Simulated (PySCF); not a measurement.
**How well do the runs reproduce experiment for FHO?**

**What was measured.**

From NIST CCCBDB Release 22 (SRD 101), experimental dipoles, for the gas: dipole moment 2.23 D.

How close the calculation comes is told at the end.

Compound: FHO.
Atom-mapped SMILES: `[OH:1][F:2]` (hydrogens: H3 on O1)

Cartesian coordinates in Å at the PBE0-D3(BJ)/def2-SVP level; atoms count from 1:
```
atom  x, y, z in Å
O1    -0.2063    0.4794    0.0245
F2     0.9978   -0.2196    0.1886
H3    -0.7792   -0.2630   -0.2271
```

Runs made with PySCF (gas phase, on this PBE0-D3(BJ)/def2-SVP geometry; no spin–orbit coupling):

```csv
level,job,basis functions,wall time
"PBE0-D3(BJ)/def2-SVP, grid level 1",geometry optimisation from a GFN2-xTB start,33,2.0 s
```

Hardware: Arm Neoverse N1, one thread, shared host.

## Comparison

**Dipole moment.** Measured: 2.23 D (NIST CCCBDB Release 22 (SRD 101), experimental dipoles).

| level | computed (D) | computed − measured (D) | % (from the printed values) |
| --- | --- | --- | --- |
| PBE0-D3(BJ)/def2-SVP | 2.02 | -0.21 | -9 |

The computed dipoles belong to one fixed geometry; measured ones are averaged over vibrations unless marked μe. Magnitudes are compared, not signs.

The geometry is computed, not the measured one. Where a level misses, the cause wasn't examined.
